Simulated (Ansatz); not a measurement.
The same path of AlClFH₃ (6 atoms, charge 0, multiplicity 1) was run 3 times with different band settings. Lost on the way: Al1–Cl2, F5–H6. Made: Cl2–H6.

These are results of Ansatz, RKS B3LYP/def2-SVP, not measurements.

Relaxed end points:

```xyz
6
Properties=species:S:1:pos:R:3
Al 0.009 -0.064 0.077
Cl 0.005 0.260 2.261
H 1.407 0.149 -0.613
H -1.402 0.071 -0.607
F 0.058 -2.001 0.683
H 0.069 -1.712 1.609
```

```xyz
6
Properties=species:S:1:pos:R:3
Al 0.017 -0.376 -0.229
Cl 0.017 -0.032 2.458
H 1.407 0.238 -0.645
H -1.409 0.161 -0.633
F 0.063 -1.987 0.332
H 0.050 -1.300 2.127
```

Common settings: spring 5.0 eV/Å²; start path through a guess of the saddle point; force threshold 0.03 eV/Å; iteration limit 60; end points relaxed.

| run | movable images | climbing image | optimiser |
| --- | --- | --- | --- |
| 1 | 7 | yes | quadratic models (default) |
| 2 | 2 | no | quadratic models (default) |
| 3 | 7 | from the first iteration | fire |

(1) What does each run give, and how far can it be trusted?

## Answers

(1) Run 1: converged after 7 iterations, highest image 0.176 eV above the first end. A vibrational analysis at the climbing image gives one clearly imaginary mode, 533i cm⁻¹: a first-order saddle point.
Run 2: converged after 6 iterations, highest image 0.123 eV above the first end. No image climbed, so the highest image needn't sit at the top of the path. So few images can step over the top or miss a turn of the path.
Run 3: converged after 35 iterations, highest image 0.176 eV above the first end. Another band between the same ends (7 images) ends at a top of the same energy, where a vibrational analysis finds 1 clearly imaginary mode.
The orbitals stay closed-shell, which can raise the energy where a bond breaks towards radicals; this wasn't checked here.
